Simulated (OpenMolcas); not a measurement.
## P2H4 (diphosphine): methods side by side

P2H4 has 6 atoms, charge 0, and is taken as a singlet. As SMILES, `PP`. The coordinates come from a PBE0-D4/def2-TZVP relaxation. This is one conformer, not always the lowest.

```xyz
6

P     0.3651   -1.0488   -0.0823
P    -0.3652    1.0491    0.0781
H    -0.4970   -1.5216    0.9450
H    -0.5721   -1.3929   -1.0949
H     0.5028    1.5246   -0.9429
H     0.5664    1.3896    1.0970
```

Quantity: the energy change with the P1–H3 bond stretched from 1.422 to 2.488 Å, in eV. The values are calculated.

| level | kind | program | value (eV) | less FCI/STO-3G | CPU time (all runs) |
| --- | --- | --- | --- | --- | --- |
| HF/STO-3G (restricted) | Hartree–Fock | OpenMolcas | 6.11 | +2.53 | 3.4 s |
| PBE/STO-3G (restricted) | GGA | OpenMolcas | 4.11 | +0.53 | 10 s |
| r2SCAN/STO-3G (restricted) | meta-GGA | OpenMolcas | 4.41 | +0.83 | 12 s |
| B3LYP/STO-3G (restricted) | global hybrid | OpenMolcas | 4.47 | +0.89 | 10 s |
| MP2/STO-3G (restricted) | perturbation theory | OpenMolcas | 4.67 | +1.09 | 3.6 s |
| CASPT2(2,2)/STO-3G | multireference | OpenMolcas | 3.54 | -0.04 | 3.9 s |
| SC-NEVPT2(2,2)/STO-3G | multireference | OpenMolcas | 3.57 | -0.01 | 4 s |
| ACPF/STO-3G (restricted) | coupled cluster or CI | OpenMolcas | 2.68 | -0.90 | 3.8 s |
| FCI/STO-3G | exact in the basis | OpenMolcas | 3.58 | 0.00 | 2.1 min |

FCI/STO-3G is exact within its basis and frozen core, so for wave-function methods in that basis the difference is their error; functionals converge differently with the basis, so for them it is only a difference. Spin-restricted single references rise too steeply as a bond breaks, Hartree–Fock most of all. Perturbation and coupled-cluster corrections on them can overshoot downwards. The first shape isn't each level's own minimum. The values span 2.68 to 6.11 eV. All rows use very small basis sets, so even the best lies far from the true value. Times are those of the runs behind each value, whatever else they computed, on shared processors of several kinds: orders of magnitude only.
